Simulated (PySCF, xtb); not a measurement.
difluoromethane (CH2F2), SMILES FCF.

Geometry optimised at TPSSh-D3(BJ)/def2-TZVP.

These are C-PCM-M06-2X/def2-SVP (PySCF) values and carry that method's errors.

The values are the electrostatic part of the solvation free energy, E(continuum) − E(gas) at the gas-phase geometry, in a cavity of scaled van der Waals radii (PySCF's table); cavitation and dispersion terms are not included. In vacuum the orbital gap is 14.59 eV. The dipole moment in vacuum is 2.04 D.

**Question.** Estimate the values in water (ε = 78.36), chlorobenzene (ε = 5.70), 2-propanol (ε = 19.26). (An estimate is asked for; the answer gives what the named calculation found.)

**Answer.** 
```tsv
solvent	ε	ΔG(elec) (kcal/mol)	dipole (D)	gap (eV)
water	78.36	-3.6	2.37	14.95
chlorobenzene	5.70	-3.0	2.31	14.89
2-propanol	19.26	-3.5	2.35	14.94
```

For comparison, GFN2-xTB/ALPB(water) (xtb, at the GFN2-xTB geometry, all terms of that model) gives -2.3 kcal/mol.
